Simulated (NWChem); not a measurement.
Molecule: methylamine (CH5N); SMILES CN

```xyz
7

C     -0.0077     0.6900     0.0000
N     -0.0967    -0.7537     0.0000
H     -0.5281     1.0968    -0.8817
H     -0.5281     1.0968     0.8817
H      1.0167     1.1197     0.0000
H      0.3764    -1.1414    -0.8133
H      0.3764    -1.1414     0.8133
```
Atoms are numbered in this order, from 1.

Results from NWChem. Pople sets run with spherical d functions. All runs use the structure optimised with PBE0/def2-SVP. GIAO values for the isolated, static molecule; σ is the absolute isotropic shielding.

```csv
level,basis functions,σ C1 (ppm),σ N2 (ppm),σ H3 (rotor mean) (ppm),σ H6 (ppm),relative time
PBE0/6-31G*,38,164.1,247.2,29.61,32.38,1
PBE0/6-311G**,66,156.4,249.4,29.16,31.86,2
PBE0/def2-SVP,53,164.4,252.5,29.09,31.78,1
PBE0/def2-TZVP,92,155.1,246.4,29.02,31.71,5
PBE0/IGLO-II,74,155.1,245.4,29.20,31.86,3
PBE0/IGLO-III,120,152.2,241.9,28.86,31.39,10
PBE0/pcSseg-2,142,151.9,243.0,28.73,31.16,10
```

The last column is a rough cost ratio, cheapest run = 1.
